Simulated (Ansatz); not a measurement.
**HF/6-31G(d) (spherical functions) run of C4H8S2 (1,3-dithiane)**

Aim: the vertical ionisation energy of C4H8S2 (1,3-dithiane) at HF/6-31G* (spherical functions), from 2 runs. 

The calculation is run with Ansatz 0.2.0.

16 further runs of the same task are left out: 16 set aside as unsound or not needed.

## Step 1: Starting point

The species is C4H8S2 (14 atoms), meant as a singlet with charge 0. SMILES: `C1CSCSC1`. Geometry: relaxed at PBE0-D4/def2-TZVP. This is one conformer, not always the lowest.

Bond lengths: C1–C2 1.519 Å, C2–S3 1.805 Å, S3–C4 1.798 Å, C4–S5 1.798 Å, C1–C6 1.519 Å, S5–C6 1.805 Å, C1–H7 1.093 Å, C1–H8 1.097 Å, C2–H9 1.096 Å, C2–H10 1.092 Å, C4–H11 1.094 Å, C4–H12 1.091 Å, C6–H13 1.092 Å, C6–H14 1.096 Å. Some angles: C1–C2–S3 114.2°, C2–C1–C6 113.4°, C2–S3–C4 98.6°, S3–C4–S5 115.1°, C4–S5–C6 98.6°, C1–C6–S5 114.2°, C1–C2–H9 110.5°, C1–C2–H10 110.6°, S3–C2–H9 109.0°, S3–C2–H10 104.9°.

## Step 2: The energy at HF/6-31G(d) (spherical functions)

molecule.yaml reads:

```yaml
crystal:
  periodic: [false, false, false]
  atoms:
    - {symbol: C, position_ang: [1.256860, 0.040180, -0.196830]}
    - {symbol: C, position_ang: [0.416360, 1.305280, -0.170760]}
    - {symbol: S, position_ang: [-1.126430, 1.188800, -1.099580]}
    - {symbol: C, position_ang: [-1.858430, -0.204000, -0.228720]}
    - {symbol: S, position_ang: [-0.906090, -1.728350, -0.288060]}
    - {symbol: C, position_ang: [0.600660, -1.134640, 0.508000]}
    - {symbol: H, position_ang: [1.481600, -0.230780, -1.231840]}
    - {symbol: H, position_ang: [2.209460, 0.251520, 0.304210]}
    - {symbol: H, position_ang: [0.189930, 1.594840, 0.861300]}
    - {symbol: H, position_ang: [0.957770, 2.135640, -0.628470]}
    - {symbol: H, position_ang: [-2.054570, 0.070550, 0.811470]}
    - {symbol: H, position_ang: [-2.814020, -0.410640, -0.712050]}
    - {symbol: H, position_ang: [1.269940, -1.997210, 0.521250]}
    - {symbol: H, position_ang: [0.376950, -0.881190, 1.550100]}
basis:
  gaussian: {orbitals: 6-31G_st_-spherical.json}
hamiltonian: {xc: hf}
accuracy: high
output: {orbitals: {seedname: orbitals}}
```

The basis set 6-31G* is read from a file made from the Basis Set Exchange's data (not shown).

The run is started by

```
ansatz run molecule.yaml --threads 4 --pin off --max-ram 12180MiB --events-out events.jsonl --progress --plain --runs-dir runs
```

Log:

```text
Warning: RAYON_NUM_THREADS=4 ignored (pool sized by the plan → 4); use --threads N
Functional definition: HF
  name "HF"
  exchange = exact_x
  correlation = 0
2722 factors; integrals over basis functions are off by at most 3.7e-9 eV
mean field evaluation 1: about -25879.7529 eV, gradient 2.5e1 eV
mean field evaluation 2: about -25879.7573 eV, gradient 2.5e1 eV
mean field evaluation 4: about -25881.9573 eV, gradient 3.0e0 eV
mean field evaluation 8: about -25881.9853 eV, gradient 1.3e-4 eV
mean field -25881.98528868 eV, -951.1454159194 hartree, gradient 6.6e-8 eV, S^2 0.000000; 0 other end points of the search recorded, 0 dependent functions left out
reference -25881.98528868 eV, -951.1454159194 hartree; 32, 32 occupied and 76, 76 virtual orbitals, 2722 factors
Total energy: -25881.98528868 eV, -951.1454159194 hartree
```

It took 2.7 s on 4 threads of Intel Xeon Platinum 8259CL at 2.50GHz (Skylake/Cascade Lake), shared host; peak memory 0.48 GiB.

## Step 3: The doublet cation, same level

Edit molecule.yaml of step 2 so:

```diff
@@ -19,2 +19,4 @@
   gaussian: {orbitals: 6-31G_st_-spherical.json}
+total_charge: 1
+magnetization: {spin_polarized: true, initial_magnetization: 1}
 hamiltonian: {xc: hf}
```

The basis set 6-31G* is read from a file made from the Basis Set Exchange's data (not shown).

The run is started by

```
ansatz run molecule.yaml --threads 4 --pin off --max-ram 12180MiB --events-out events.jsonl --progress --plain --runs-dir runs
```

Log:

```text
Warning: RAYON_NUM_THREADS=4 ignored (pool sized by the plan → 4); use --threads N
[... 4 set-up lines as earlier in the session ...]
2723 factors; integrals over basis functions are off by at most 3.4e-9 eV
mean field evaluation 1: about -25870.8158 eV, gradient 2.3e1 eV
mean field evaluation 2: about -25870.8206 eV, gradient 2.3e1 eV
mean field evaluation 4: about -25873.9342 eV, gradient 3.2e0 eV
mean field evaluation 8: about -25874.0297 eV, gradient 1.4e-1 eV
mean field evaluation 16: about -25874.2525 eV, gradient 1.7e0 eV
mean field evaluation 32: about -25874.3613 eV, gradient 7.6e-2 eV
mean field -25874.36182990 eV, -950.8652589766 hartree, gradient 2.9e-8 eV, S^2 0.764224; 2 other end points of the search recorded, 0 dependent functions left out
reference -25874.36182990 eV, -950.8652589766 hartree; 32, 31 occupied and 76, 77 virtual orbitals, 2723 factors
Total energy: -25874.36182990 eV, -950.8652589766 hartree
```

Run time: 8.1 s. Hardware: 4 threads of Intel Xeon Platinum 8259CL at 2.50GHz (Skylake/Cascade Lake), shared host; peak memory 0.65 GiB.

## Step 4: Results

At HF/6-31G* (spherical functions):

| quantity | value |
| --- | --- |
| singlet C4H8S2: total energy | -951.14542 Eh |
| singlet C4H8S2: HOMO energy | -8.97 eV |
| singlet C4H8S2: LUMO energy | 4.57 eV |
| singlet C4H8S2: HOMO–LUMO gap | 13.54 eV |
| doublet cation: total energy | -950.86526 Eh |
| doublet cation: HOMO energy (highest over α and β) | -14.15 eV |
| doublet cation: LUMO energy (lowest over α and β) | -6.15 eV |
| doublet cation: ⟨S²⟩ | 0.764 |
| vertical ionisation energy (to the doublet cation) | 7.623 eV |

In words: The vertical ionisation energy comes to 7.62 eV (736 kJ/mol). −ε(HOMO) before ionisation, 8.97 eV, is 1.34 eV above this ionisation energy.
